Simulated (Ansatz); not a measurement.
The cluster B2Cl⁻. The state is a triplet with charge -1. Geometry r2SCAN-D4/def2-TZVP, that of the neutral doublet.

```xyz
3

B    -1.5641   -0.1112   -0.1716
B    -0.0575   -0.0153    0.0951
Cl    1.6216    0.1265    0.0764
```

At PBE-D4/def2-TZVPD, r2SCAN-D4/def2-TZVPD, PBE0-D4/def2-TZVPD the highest occupied level of the charge -1 triplet lies above zero (up to 1.40 eV). It is a level of β spin, whose loss leaves a quartet; that state wasn't run at this geometry and level. The electron is either unbound and held by the finite basis, or the level is raised by self-interaction error. The structure comes from a short search, and lower isomers may exist.

Q: Estimate the α-spin orbital energies around the gap (eV) in Ansatz with PBE-D4/def2-TZVPD, r2SCAN-D4/def2-TZVPD, PBE0-D4/def2-TZVPD.

A: 
```json
{"orbital": "HOMO−5", "PBE-D4/def2-TZVPD": "-5.65", "r2SCAN-D4/def2-TZVPD": "-6.17", "PBE0-D4/def2-TZVPD": "-7.37"}
{"orbital": "HOMO−4", "PBE-D4/def2-TZVPD": "-4.48", "r2SCAN-D4/def2-TZVPD": "-4.83", "PBE0-D4/def2-TZVPD": "-6.02"}
{"orbital": "HOMO−3", "PBE-D4/def2-TZVPD": "-4.41", "r2SCAN-D4/def2-TZVPD": "-4.76", "PBE0-D4/def2-TZVPD": "-5.98"}
{"orbital": "HOMO−2", "PBE-D4/def2-TZVPD": "0.42", "r2SCAN-D4/def2-TZVPD": "-0.01", "PBE0-D4/def2-TZVPD": "-0.55"}
{"orbital": "HOMO−1", "PBE-D4/def2-TZVPD": "0.53", "r2SCAN-D4/def2-TZVPD": "0.27", "PBE0-D4/def2-TZVPD": "-0.46"}
{"orbital": "HOMO", "PBE-D4/def2-TZVPD": "0.92", "r2SCAN-D4/def2-TZVPD": "0.79", "PBE0-D4/def2-TZVPD": "-0.07"}
{"orbital": "LUMO", "PBE-D4/def2-TZVPD": "2.78", "r2SCAN-D4/def2-TZVPD": "3.32", "PBE0-D4/def2-TZVPD": "3.15"}
{"orbital": "LUMO+1", "PBE-D4/def2-TZVPD": "3.71", "r2SCAN-D4/def2-TZVPD": "4.24", "PBE0-D4/def2-TZVPD": "4.08"}
{"orbital": "LUMO+2", "PBE-D4/def2-TZVPD": "3.83", "r2SCAN-D4/def2-TZVPD": "4.37", "PBE0-D4/def2-TZVPD": "4.18"}
{"orbital": "LUMO+3", "PBE-D4/def2-TZVPD": "3.85", "r2SCAN-D4/def2-TZVPD": "4.40", "PBE0-D4/def2-TZVPD": "4.19"}
{"orbital": "LUMO+4", "PBE-D4/def2-TZVPD": "4.40", "r2SCAN-D4/def2-TZVPD": "5.16", "PBE0-D4/def2-TZVPD": "4.84"}
{"orbital": "LUMO+5", "PBE-D4/def2-TZVPD": "4.92", "r2SCAN-D4/def2-TZVPD": "5.16", "PBE0-D4/def2-TZVPD": "5.65"}
{"orbital": "β HOMO", "PBE-D4/def2-TZVPD": "1.40", "r2SCAN-D4/def2-TZVPD": "1.31", "PBE0-D4/def2-TZVPD": "0.50"}
{"orbital": "β LUMO", "PBE-D4/def2-TZVPD": "2.02", "r2SCAN-D4/def2-TZVPD": "2.48", "PBE0-D4/def2-TZVPD": "3.01"}
```
